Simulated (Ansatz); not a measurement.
For black phosphorus, LDA in Ansatz (PAW) gives:

- cohesive energy: 4.41 eV/atom
- band gap at the measured cell (atoms relaxed with PBEsol): 0.00 eV

What does PBE0 (PAW; Ansatz, a first-principles code) give for the same quantities?


- cohesive energy: 3.32 eV/atom (falls by 1.09 eV/atom)
- band gap at the measured cell (atoms relaxed with PBEsol): 0.73 eV (increases by 0.73 eV)

For comparison: band gap 0.35 eV (measured, temperature not stated, not corrected to a static lattice; as tabulated in Das et al. (2018), arXiv:1807.05623).

Changes are worked out from the printed values.

Unless a cell is named, each level is at its own relaxed cell (LDA 17.31, PBE0 20.64 Å³/atom).

A gap of zero means that the bands touch or overlap. Density-functional gaps are differences of (generalised) Kohn–Sham levels.

Caveats: the cell comes from a level without a dispersion term, which matters for the spacing of layers, chains or molecules (LDA, PBE0). Ansatz's density-functional and Hartree–Fock values are scalar-relativistic unless marked +SOC, with PAW data made under PBE.
